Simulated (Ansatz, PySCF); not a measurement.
Wanted: the gas-phase enthalpy of formation of ClC(Cl)Cl at 298 K. Reaction (SMILES): ClC(Cl)Cl [chloroform] + 2 C (CH4) → 3 CCl (CH3Cl); bond separation energy.

Structures are relaxed separately at B3LYP-D3(BJ)/def2-TZVP in Ansatz (a program for electronic structure). Valence correlation only, unless marked. UHF or UKS for open shells. Spin-orbit coupling is left out. No relativistic terms. Basis-set limits of correlation are two-point, X^-3; Hartree-Fock from the larger set. Thermal terms are rigid-rotor harmonic-oscillator values from B3LYP-D3(BJ) frequencies (PySCF) at 298.15 K and 1 atm. 1 Eh = 627.5095 kcal/mol. PBE is always shown; the other two functionals were drawn at random. The atomisation route leaves out scalar relativity and anharmonic zero-point terms, the atoms' spin-orbit terms, and in the frozen-core level the core correlation. Atomic data: G2/97 table in ASE.

Tabulated enthalpies of formation of the partners: C (CH4) -17.8 kcal/mol, ATcT 1.112; CCl (CH3Cl) -19.7 kcal/mol, ATcT 1.112.

```tsv
level	computed ΔH of the reaction (kcal/mol)	ΔHf by atomisation and measured atoms (kcal/mol)
PBE/def2-TZVPD (Ansatz)	1.0	-40.7
wB97M-V/def2-TZVPD (Ansatz)	-0.3	-28.3
wB97X-V/def2-TZVPD (Ansatz)	-1.3	-26.4
CCSD(T)/CBS(cc-pV(T+d)Z,cc-pV(Q+d)Z) (Ansatz)	-0.3	-25.7
```

Q: Derive ΔHf from the reaction at each level, and compare how far the levels part by the two routes.

A: 
The partners sum to -23.5 kcal/mol (products minus other reactants), so ΔHf = (-23.5 - ΔH):
- PBE/def2-TZVPD: -24.5; errors +0.2 by the reaction, -16.0 by atomisation
- wB97M-V/def2-TZVPD: -23.2; errors +1.5 by the reaction, -3.6 by atomisation
- wB97X-V/def2-TZVPD: -22.2; errors +2.5 by the reaction, -1.7 by atomisation
- CCSD(T)/CBS(cc-pV(T+d)Z,cc-pV(Q+d)Z): -23.2; errors +1.5 by the reaction, -1.0 by atomisation
All levels span 2.3 kcal/mol by the reaction and 15.0 by atomisation; without PBE they span 1.0 and 2.6. The errors are against the measured -24.7 kcal/mol (ATcT 1.112).
